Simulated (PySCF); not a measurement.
## Working out the ionisation energy of Si

Si [Ne] 3s2 3p2 (3P) → Si⁺ [Ne] 3s2 3p1 (2P). All numbers are calculated (PySCF 2.14, the non-relativistic Hamiltonian (point nucleus), in aug-cc-pV(T+d)Z). Frozen: [Ne]. Energies in hartree (1 hartree = 27.21139 eV):

| part | Si (lower) | Si⁺ (upper) |
| --- | --- | --- |
| UHF | -288.856691 | -288.575956 |
| MP2 opposite-spin | -0.046746 | -0.038808 |
| MP2 same-spin | -0.009950 | -0.002737 |

Question: What does Hartree-Fock give?

Answer: (-288.575956) − (-288.856691) = 0.280735 hartree = 7.639 eV.

Question: What do MP2 and SCS-MP2 (6/5 opposite-spin, 1/3 same-spin) give?

Answer: The opposite-spin parts differ by 0.216 eV and the same-spin parts by 0.196 eV. MP2: 7.639 + (0.216) + (0.196) = 8.051 eV. SCS-MP2: 7.639 + 1.2 × (0.216) + (0.196)/3 = 7.964 eV.

Measured between the centres of the two terms (NIST): 8.157 eV, so MP2 (valence) is off by -0.106 eV.

What remains against the reference includes basis incompleteness, the frozen core and correlation beyond second order.
